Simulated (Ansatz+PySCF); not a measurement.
## doublet ClF(+): levels of theory in one basis

```xyz
2

F     0.0000    0.0000   -0.7956
Cl    0.0000    0.0000    0.7956
```

Basis set: cc-pVTZ on F; cc-pV(T+d)Z on Cl (spherical functions). Correlated methods keep 6 orbitals frozen. Correlation on ROHF uses semicanonical orbitals with singles. Charge 1, multiplicity 2.

Computed with Ansatz (development build ahead of 0.2.0) and PySCF 2.14.0; each method stands on the lowest determinant of its kind that the runs found.

```csv
method,E − E(ROHF) (eV),<S²> of the determinant
ROHF,0.00,0.75
UHF,-0.18,0.76
ROHF-MP2,-11.58,–
UHF-MP2,-11.55,0.76
ROHF-CCSD(T),-12.64,–
UHF-CCSD(T),-12.64,0.76
```

What does UHF-CCSD give on the same scale?

-12.15 eV.
